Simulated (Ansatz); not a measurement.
`C/C=C(\C)F` at its PBE0-D4/def2-TZVP geometry, where that method's forces vanish. Total charge 0; spin multiplicity 1.

```xyz
12

C    -0.4662   -1.5860    0.0722
C     0.1942   -0.5123    0.8652
C     0.4208    0.7305    0.4692
C     0.1100    1.4106   -0.8083
F     1.0366    1.5727    1.3320
H    -1.3605   -1.9554    0.5835
H    -0.7671   -1.2501   -0.9204
H     0.2010   -2.4441   -0.0550
H     0.5266   -0.7634    1.8683
H    -0.5423    2.2699   -0.6288
H    -0.3815    0.7403   -1.5107
H     1.0284    1.7873   -1.2672
```

Question: What forces (eV/Å) does ωB97M-V/def2-TZVPP give on these atoms in the Gaussian-basis code of Ansatz? (Estimate.)

Answer: Ansatz gave: 
```
C1  -0.138 -0.239 -0.156
C2   0.141  0.232  0.162
C3  -0.121 -0.394  0.015
C4  -0.053  0.157 -0.251
F5   0.130  0.183  0.175
H6   0.079  0.042 -0.049
H7   0.021 -0.032  0.076
H8  -0.057  0.084  0.006
H9  -0.020  0.033 -0.072
H10  0.055 -0.081 -0.007
H11  0.039  0.058  0.054
H12 -0.076 -0.042  0.045
```
